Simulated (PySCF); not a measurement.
## Computed data sheet: 1,3-dioxolane (`C1OCCO1`)

Species: 1,3-dioxolane, C3H6O2.
Numbering: `[CH2:1]1[CH2:2][O:3][CH2:4][O:5]1` (hydrogens: H6, H7 on C1; H8, H9 on C2; H10, H11 on C4)

Structural features include: ether.

From PBE0-D3(BJ)/def2-SVP geometry optimisation, gas phase (PySCF):

```yaml
Rotational_constants_A_B_C: 7.872, 7.741, 4.363 GHz
```

From PBE0/def2-SVPD ground state, ΔSCF and vertical TDDFT (core frozen in the response) (PySCF):

```yaml
Dipole_moment: 1.18 D
HOMO_energy: -7.43 eV
LUMO_energy: 0.72 eV
HOMO–LUMO_gap: 8.15 eV
Lowest_singlet_excitation: 6.95 eV (178 nm, f = 0.032)
Lowest_triplet_excitation_Tamm–Dancoff: 6.78 eV
Static_isotropic_polarisability: 43.6 au
Vertical_ionisation_energy: 9.72 eV
Electronic_spatial_extent_⟨r²⟩_about_the_centre_of_nuclear_charge: 331 bohr²
```

From KT2/pcSseg-2 ground state and GIAO shieldings, non-relativistic (PySCF):

```yaml
13C_chemical_shifts_computed_TMS_as_zero_by_class: 102.5 (C4), 69.1 (C1/C2) ppm
1H_chemical_shifts_computed_TMS_as_zero_by_class: 5.28 (H10/H11), 3.83 (H6/H7/H8/H9) ppm
Isotropic_shieldings_of_nuclei_other_than_C_and_H_by_class: 250 (O3/O5) ppm
```

**B3LYP/pcJ-1 indirect spin-spin coupling, non-relativistic, gas phase; spin–dipole term left out (PySCF)**

```yaml
Largest_of_the_computed_one-bond_spin–spin_couplings_means_over_like_bonds: 13C–1H +170.4 (C4–H10 and 1 like it), 13C–1H +152.4 (C1–H6 and 3 like it), 13C–13C +34.3 (C1–C2), 17O–13C +28.0 (O3–C4 and 1 like it), 17O–13C +21.7 (O5–C1 and 1 like it) Hz
```

delta-SCF UKS SCAN, pcX-2 on the ionised atom, pcseg-1 elsewhere, spin-free X2C (PySCF):

```yaml
Core_binding_energies: C1s 292.5 (C1/C2), C1s 293.6 (C4), O1s 538.7 (O3/O5) eV
```

Monoisotopic mass (most abundant isotopes): 74.0368 u.

The rotational constants are those of a nearly oblate symmetric top. The principal polarisabilities are 39.7, 41.7 and 49.4 au; their mean is the isotropic value. S1 lies 1.20 eV below the HOMO–LUMO gap; its leading configuration is HOMO→LUMO, weight 0.96. The ΔSCF ionisation energy exceeds −ε(HOMO) by 2.29 eV with PBE0. The vertical singlet–triplet gap S1 − T1 is 0.17 eV (TDDFT singlet less Tamm–Dancoff triplet; S1: HOMO→LUMO, weight 0.96; T1: HOMO→LUMO, weight 0.92). In atomic units the dipole is 0.47 e·bohr (1 au = 2.5417 D).

 NMR classes are plain means over equivalent atoms (diastereotopic ones count apart unless rotation or inversion swaps them), as if these changed places fast; in this geometry the members of some classes differ.

For the spin–spin coupling job (B3LYP/pcJ-1), time: 18 s. Hardware: an Arm Neoverse V1 with one thread, no GPU (shared host).

One conformer stands for the species.
